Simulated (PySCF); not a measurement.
Identify the unknown among the candidates.

All candidates are C4H4O.

| technique | computed result |
| --- | --- |
| Dipole | 4.11 D [PBE0/def2-SVPD] |
| Polarisability | 53.7 au [PBE0/def2-SVPD] |
| Couplings | largest of the computed one-bond spin–spin couplings (means over like bonds): 13C–13C +201.8, 13C–1H +194.5, 13C–1H +139.7 (×3), 13C–13C +98.3, 13C–13C +75.2, 17O–13C +30.0 Hz [B3LYP/pcJ-1] |
| Rotational structure | rotational constants A, B, C: 43.493, 2.107, 2.035 GHz [PBE0-D3(BJ)/def2-SVP] |
| UV, strongest line | among the 10 lowest singlet transitions: S9 at 8.12 eV (153 nm, f = 0.563) [TDDFT PBE0/def2-SVPD] |
| 13C NMR | chemical shifts (computed TMS as zero) by class: 188.4 (1 C), 103.1 (1 C), 87.1 (1 C), 3.4 (1 C) ppm [GIAO CAM-B3LYP/pcSseg-2] |
| 1H NMR | chemical shifts (computed TMS as zero) by class: 9.32 (1 H), 2.04 (3 H) ppm [GIAO CAM-B3LYP/pcSseg-2] |
| Valence photoelectron | vertical ionisation energy: 10.09 eV [ΔSCF PBE0/def2-SVPD] |
| Triplet | lowest triplet excitation (Tamm–Dancoff): 3.22 eV [TDA PBE0/def2-SVPD] |

Gas-phase values; electronic properties from PySCF, density fitting. Levels stand in brackets. Isolated species at its PBE0-D3(BJ)/def2-SVP geometry, gas phase. NMR values are class means; diastereotopic atoms form classes of their own.

Question: Which candidate is it?
A. `C#CC(C)=O` (3-butyn-2-one)
B. `c1ccoc1` (furan)
C. `CC#CC=O` (2-butynal)

Answer: C. It is `CC#CC=O`. Numbering: `[CH3:1][C:2]#[C:3][CH:4]=[O:5]`. Its formula, C4H4O, gives 3 degrees of unsaturation: 0 rings and 3 π bonds in the structure found. 4 carbons fall into 4 classes; from least to most shielded: aldehyde carbon [C4] (188.4 ppm), alkyne carbon [C2] (103.1 ppm), alkyne carbon [C3] (87.1 ppm), propargylic carbon [C1] (3.4 ppm). Hydrogen classes from least to most shielded: 1 H on an aldehyde carbon, C4 (9.32 ppm), 3 H on a propargylic carbon, C1 (2.04 ppm). The couplings run between: +201.8 Hz, alkyne carbon [C2] and alkyne carbon [C3]; +194.5 Hz, aldehyde carbon [C4] and its hydrogen; +139.7 Hz, propargylic carbon [C1] and its hydrogen (with 2 like pairs); +98.3 Hz, alkyne carbon [C3] and aldehyde carbon [C4]; +75.2 Hz, propargylic carbon [C1] and alkyne carbon [C2]; +30.0 Hz, aldehyde oxygen [O5] and aldehyde carbon [C4]. The first electron is taken from the HOMO, whose largest Löwdin shares are 0.68 on the aldehyde oxygen, 0.15 on the aldehyde carbon, 0.08 on the formyl hydrogen and 0.07 on an alkyne carbon. By its constants the optimised geometry is an asymmetric top.

The others, at the same levels:
- `C#CC(C)=O` fails: its computed static isotropic polarisability is 50.2 au (against 53.7 au), rotational constant A is 10.293 GHz (against 43.493 GHz) and smallest rotational constant is 2.942 GHz (against 2.035 GHz).
- `c1ccoc1` fails: its computed vertical ionisation energy is 8.91 eV (against 10.09 eV), lowest triplet excitation (Tamm–Dancoff) is 4.05 eV (against 3.22 eV) and strongest line among the 10 lowest singlet transitions is S10 at 8.38 eV (148 nm, f = 0.443) (against S9 at 8.12 eV).
